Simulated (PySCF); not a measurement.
```xyz
3

N    -0.0169   -0.0054   -1.2412
N    -0.0149   -0.0086   -0.0711
O    -0.0158   -0.0025    1.1432
```

Basis set: aug-cc-pVTZ (spherical functions). Frozen core: 3 orbitals. Charge 0, multiplicity 1.

Starred EOM-CCSD(T)(a) on the restricted Hartree–Fock determinant with PySCF 2.14.0; the energies are vertical.

Question: The solver was asked for the few lowest roots only. Give the electron affinities of singlet N₂O among them whose weight of singles is over 0.7 (positive where the electron binds).

Answer:

```csv
root,energy (eV),weight of singles
1,-1.38,0.99
2,-1.94,0.97
3,-1.94,0.97
```

Higher main lines weren't sought.
